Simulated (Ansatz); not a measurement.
Conformers of C2H4OS (`C=C(O)S`), each relaxed with PBE0-D4/def2-TZVP in Ansatz. CBS adds the triple-zeta coupled-cluster correction to the MP2 limit.

Not all of them had a frequency check.

Conformer A:

```xyz
8

C    -0.126    0.671   -0.946
C     0.243   -0.160    0.021
O     0.940   -1.291   -0.241
S    -0.034    0.103    1.755
H     0.037    0.394   -1.979
H    -0.572    1.627   -0.719
H     0.793   -1.922    0.472
H    -1.281    0.578    1.637
```

Conformer B:

Z-matrix (Å, degrees):
```
C
C 1 1.328
H 1 1.083 2 120.0
H 1 1.079 2 120.5 3 179.3
O 2 1.355 1 121.8 3 -5.5
S 2 1.767 1 121.7 3 172.0
H 5 0.963 2 108.6 1 156.8
H 6 1.347 2 96.3 1 126.7
```

(1) Which is lowest in electronic energy at CCSD(T)/CBS (frozen core, def2 sets), and by how much? (An estimate is asked.)

(2) Give the energies relative to B (kJ/mol) with PBE-D4/def2-TZVPP, r2SCAN/def2-TZVPP, MP2/def2-TZVPP, SCS-MP2/def2-TZVPP, HF/def2-QZVPP, MP2/def2-QZVPP, MP2/CBS(def2). (Best estimate.)

## Answers

(1) The calculation gave: B; A lies 6.2 kJ/mol higher.

(2) The calculation gave: 
| level | A |
| --- | --- |
| PBE-D4/def2-TZVPP | 5.9 |
| r2SCAN/def2-TZVPP | 5.6 |
| MP2/def2-TZVPP | 6.2 |
| SCS-MP2/def2-TZVPP | 6.1 |
| HF/def2-QZVPP | 6.5 |
| MP2/def2-QZVPP | 6.3 |
| MP2/CBS(def2) | 6.3 |
